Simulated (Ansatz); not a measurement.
CHNS, SMILES `N=C=S`. The species carries charge 0 and has multiplicity 1. The geometry is a stationary point of PBE0-D4/def2-TZVP. It is one conformer, not always the lowest.

```xyz
4

N    -0.730   -0.388   -0.085
C     0.358    0.028    0.192
S     1.785    0.462    0.658
H    -1.413   -0.103   -0.764
```

Problem. What is the dipole moment at r2SCAN/def2-TZVPP? (Best estimate.)

Solution. Ansatz gave: 1.97 D, with components (-1.47, 0.39, -1.25) D in this frame, pointing from negative to positive charge.

Problem. And with PBE, B3LYP, ωB97M-V? (An estimate is asked.)

Solution. Ansatz gave: PBE 1.91 D, B3LYP 1.94 D, ωB97M-V 2.01 D.

Problem. Give the Mulliken charges with r2SCAN, PBE, B3LYP in def2-TZVPP. (An estimate is asked.)

Solution. Ansatz gave: 
```tsv
atom	r2SCAN	PBE	B3LYP
N1	-0.23	-0.15	-0.17
C2	0.15	0.09	0.14
S3	-0.14	-0.16	-0.18
H4	0.22	0.22	0.21
```

B3LYP here is the variant with VWN-RPA as its local correlation; programs differ in this.
